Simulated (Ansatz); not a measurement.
System: litharge SnO. Method: PBE-D3(BJ) (PAW; Ansatz, a first-principles code).

Rigid layers of the crystal as relaxed at this level are moved apart or together:

```tsv
run	k mesh	layer repeat (Å)	energy against free layers (meV/Å²)	gap on the mesh (eV)
1	10×10×8	4.54	-32.23	0.000
2	10×10×8	4.69	-33.77	0.000
3	10×10×8	4.84	-33.74	0.000
4	10×10×8	5.04	-32.15	0.379
5	10×10×6	5.34	-28.04	0.829
6	10×10×6	5.84	-20.39	1.539
7	10×10×6	6.84	-9.50	2.236
8	10×10×4	8.84	-2.06	2.750
```

The lowest energy of these points lies at a layer repeat of 4.69 Å.

Spin–orbit coupling is not included.
